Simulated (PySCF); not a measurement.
Computed NMR parameters against published values

Atom-mapped SMILES (the numbers label the heavy atoms): `[CH3:1][CH:2]([CH3:3])[F:4]` (H(Xn): hydrogen on atom n).

Gas phase, a single conformation, rapidly exchanging positions averaged, non-relativistic. Structure optimised with PBE0-D3(BJ)/def2-SVP; NMR shieldings at PBE0/pcSseg-1/GIAO; PySCF.

Reference values: measured (G. Saielli, R. Bini, A. Bagno, Computational 19F NMR. 2. Organic compounds, RSC Adv. 2014, ESI (exp. from Berger-Braun-Kalinowski 1994 and Everett 1995)).
```csv
atoms,quantity,reference,computed,"computed, scaled"
F4,δ $^{19}$F vs CFCl3,-165.2,-192.4,-171.5
```

Reference values: measured (solution, not stated per compound (mostly CDCl3 or CCl4); Pretsch, Buehlmann, Badertscher, Structure Determination of Organic Compounds, 4th ed. (2009)).
```tsv
atoms	quantity	reference	computed	computed, scaled
C2	δ $^{13}$C	87.3	86.2	83.0
C1/C3	δ $^{13}$C	22.6	24.3	22.9
H(C2)	δ $^{1}$H	4.84	4.58	4.55
H(C1)/H(C3)	δ $^{1}$H	1.34	1.24	1.40
```

Computed shifts are σ(ref) − σ with the named reference compound (TMS for H and C) calculated as an isolated molecule at the same level. The measured values may be among those fitted. Empirical linear scaling, fitted to shifts measured mostly in CDCl3 for H and C (δ vs TMS): $^{13}$C: δ = 178.46 − 0.972σ (rms 2.0 ppm, 209 shifts, 2.2 ppm with the 3 outliers that the fit left out); $^{1}$H: δ = 29.85 − 0.948σ (rms 0.21 ppm, 133 shifts); $^{19}$F: δ = 150.53 − 0.919σ +17.7 on sp3 carbon (rms 6.8 ppm, 22 shifts vs CFCl3, solution or neat liquid). A few per cent of atoms miss by over 2 rms, more outside the fitted compound classes.

Task: How far are the unscaled $^{13}$C shifts from the references?

Result: Mean signed difference +0.30 ppm, mean absolute 1.40 ppm over 2 comparisons; the largest is +1.7 ppm at C1/C3 (methyl carbon).

Task: How far are the unscaled $^{1}$H shifts from the references?

Result: Mean signed difference -0.18 ppm, mean absolute 0.18 ppm over 2 comparisons; the largest is -0.26 ppm at H(C2) (hydrogen on an sp3 CH bonded to F).
